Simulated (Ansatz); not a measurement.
Basis sets over 5 cases of the optimised length of bonds between heavy atoms at PBE0 with Ansatz (Al to Cl present), each against its own reference: (a) the value in aug-pcseg-3; (b) the value in pcseg-3; (c) the value in pcseg-4. By their distance from other large sets or by the extrapolation step the references are unsure by up to roughly 0.0009 Å. Each level at its own minimum; unrestricted open shells; no added dispersion term; no relativity. Cartesian d functions in some cases of 6-311G**. (X+d) sets on Al to Cl for cc-pVXZ and aug-cc-pVXZ. Core-valence sets carry the plain set on hydrogen. 

Cases are drawn at random; left out are references unsure by over 0.0017 Å, doubtful singlets, and cases whose largest runs show a restricted determinant unstable towards unrestricted orbitals, <S^2> over 0.1 too high or, where CCSD(T) ran, T1 over 0.025 (0.045 for open shells). Sets are drawn from those converged to one state in every case.

Cases (SMILES) and reference values:
- [S+]#[C-] (C-S), one C-S bond length: 1.5280 Å (c)
- ClF (F-Cl), one F-Cl bond length: 1.6169 Å (c)
- [CH](Cl)Cl, doublet, one C-Cl bond length: 1.6882 Å (b)
- ClO (OH-Cl), one O-Cl bond length: 1.6736 Å (a)
- Cl[O] (O-Cl), doublet, one Cl-O bond length: 1.5560 Å (c)

```tsv
basis	functions over def2-SVP (largest species, mean of cases)	mean signed deviation (Å)	mean absolute	largest	within 0.005 Å
STO-3G	0.4	0.1069	0.1069	0.1924	0 of 5
6-31G	0.7	0.1217	0.1217	0.1887	0 of 5
pcseg-1	1.0	0.0329	0.0329	0.0521	0 of 5
def2-SVP	1.0	0.0218	0.0218	0.0382	0 of 5
6-311G**	1.4	0.0296	0.0296	0.0492	0 of 5
aug-pcseg-1	1.6	0.0313	0.0313	0.0453	0 of 5
pcseg-2	2.0	0.0065	0.0065	0.0127	2 of 5
def2-TZVP	2.1	0.0030	0.0030	0.0058	4 of 5
def2-TZVPD	2.6	0.0022	0.0022	0.0037	5 of 5
jun-cc-pV(T+d)Z	2.7	0.0024	0.0024	0.0039	5 of 5
def2-TZVPPD	2.8	0.0020	0.0020	0.0036	5 of 5
aug-pcseg-2	3.1	0.0057	0.0057	0.0101	2 of 5
cc-pCVTZ	3.2	0.0038	0.0038	0.0073	4 of 5
def2-QZVPP	4.1	0.0009	0.0009	0.0019	5 of 5
```

Among the sets for which every case ran a larger relative (same family, alike in diffuse functions, listed or not), the smallest listed that holds all cases within 0.005 Å together with them is def2-TZVPD, at 2.6 times the functions of def2-SVP. Inside, though some case ran no larger relative to test it: def2-TZVPPD, def2-QZVPP. Largest deviations of relatives not listed, over the cases that ran them: def2-QZVPPD 0.0013, aug-cc-pVTZ 0.0043, aug-cc-pVQZ 0.0014 Å. A case lies within its reference's uncertainty of the window's edge in pcseg-2, def2-TZVP, aug-cc-pVTZ. These figures hold for the cases listed.

Ansatz is a quantum-chemistry and plane-wave program.
